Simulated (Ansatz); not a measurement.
# HS− (SMILES [SH-]): single points off equilibrium

An exercise on one series of results from a longer session: the logs are not shown, and one member is left open.

Program: Ansatz 0.2.0, Gaussian basis. Level of theory: single points in def2-TZVPPD. These are calculated values, not measurements.

Cores are frozen in the correlated methods. B3LYP uses VWN-RPA correlation.

### The system as given

SMILES `[SH-]`, 2 atoms, charge -1, spin multiplicity 1.

Atoms are counted from 1 here; the program's logs count them from 0.

Bond lengths: S1–H2 1.443 Å.

As a file:

| atom | x (Å) | y (Å) | z (Å) |
| --- | --- | --- | --- |
| S1 | 0.58520 | -0.23780 | 0.39050 |
| H2 | -0.63660 | 0.16940 | -0.25940 |

Set-up of the first run:

Input file run/in.yaml:

```yaml
crystal:
  periodic: [false, false, false]
  atoms:
    - {symbol: S, position_ang: [0.585200, -0.237800, 0.390500]}
    - {symbol: H, position_ang: [-0.636600, 0.169400, -0.259400]}
basis:
  gaussian: {orbitals: "def2-TZVPPD.json"}
total_charge: -1
correlation: {method: ccsd_t}
output: {forces: true}
```

The basis file named in the input lies beside it (Basis Set Exchange, JSON).

The command line of these runs was not kept.

Steps of the session up to this table: CCSD(T)/def2-TZVPPD; PBE0-D4/def2-TZVPPD; wB97M-V/def2-TZVPPD; r2SCAN-D4/def2-TZVPPD; PBE-D4/def2-TZVPPD; B3LYP-D4/def2-TZVPPD; CAM-B3LYP-D4/def2-TZVPPD.

One table of the session follows, with a row left open; its other results are not shown here.

| method | RMS force component (eV/Å) |
| --- | --- |
| CCSD(T) | 1.097 |
| PBE0-D4 | ? |
| wB97M-V | 1.143 |
| r2SCAN-D4 | 1.107 |
| PBE-D4 | 0.954 |
| B3LYP-D4 | 1.066 |
| CAM-B3LYP-D4 | 1.154 |

Q: Estimate the row for PBE0-D4 from the others.

As computed: RMS force component (eV/Å): 1.124. In the column «RMS force component (eV/Å)» it lies between r2SCAN-D4 (1.107) and wB97M-V (1.143).
